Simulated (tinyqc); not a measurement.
Inside a calculation. Method: Hueckel theory of the pi electrons with the omega technique, for the molecule [CH2]C=C (SMILES; centres numbered as the heavy atoms are written). Computed by tinyqc, a small Python program that keeps every step. Settings: charge = 0, omega = 1.4, damping = 0.3. Command: `OMP_NUM_THREADS=1 python tinyqc.py 31252 31253 out.jsonl` (the two numbers bound the seeds that draw the settings). One thread of a shared host (Intel(R) Xeon(R) Processor @ 2.60GHz), about 0.01 s of CPU time with the checks.

## The Hueckel matrix

Centres:
```
centre  z_r, pi electrons of the neutral centre        h
1C                                            1  0.00000
2C                                            1  0.00000
3C                                            1  0.00000
```

Bonds:
```
i  j  k
1  2  1
2  3  1
```

H_rr = alpha + h_r beta, H_rs = k_rs beta for bonded centres.

Hueckel matrix in units of beta (H = alpha + beta A), order 1C, 2C, 3C:
```
[[0.00000, 1.00000, 0.00000],
 [1.00000, 0.00000, 1.00000],
 [0.00000, 1.00000, 0.00000]]
```

## Orbitals, round 1

pi electrons, sum of z_r less the charge = 3

Diagonalise; E = alpha + x beta with beta < 0, so the largest x are filled first; degenerate levels share their electrons. P = sum n_i c_ri c_si; each orbital has its largest coefficient positive (the first on a tie).

x values: [1.41421, 0.00000, -1.41421]

occupations: [2.00000, 1.00000, 0.00000]

coefficients, order 1C, 2C, 3C:
```
[[0.50000, 0.70711, -0.50000],
 [0.70711, 0.00000, 0.70711],
 [0.50000, -0.70711, -0.50000]]
```

charge and bond-order matrix P, order 1C, 2C, 3C:
```
[[1.00000, 0.70711, 0.00000],
 [0.70711, 1.00000, 0.70711],
 [0.00000, 0.70711, 1.00000]]
```

## Omega technique, round 1

h_r = h_r(0) + omega q_r, omega = 1.4, with q_r = z_r - P_rr; 0.3 of the old diagonal is kept.

matrix after round 1, order 1C, 2C, 3C:
```
[[0.00000, 1.00000, 0.00000],
 [1.00000, 0.00000, 1.00000],
 [0.00000, 1.00000, 0.00000]]
```

## Convergence

Each round sets h_r = h_r(0) + omega (z_r - P_rr), keeping the share named as damping of the old diagonal; repeat until output and input diagonals agree to 1e-6.

Rounds:
```
round  sum n x  largest |h(out) - h(in)|
1      2.82843                  1.40e-15
```

Converged in 1 rounds.

## Energy, charges, bond orders

E = sum n x; q_r = z_r - P_rr; bond order p = P_rs; free valence = sqrt(3) - sum of p over the bonds of the atom.

pi energy = 3 alpha + this times beta = 2.82843

pi charges: [0.00000, 0.00000, 0.00000]

Bond orders and lengths from R = 1.517 - 0.180 p (angstrom, C-C alone):
```
bond        p        R
1-2   0.70711  1.38972
2-3   0.70711  1.38972
```

free valence of the carbons: [1.02494, 0.31784, 1.02494]

gap between the highest filled and the next level = 1.41421 |beta|
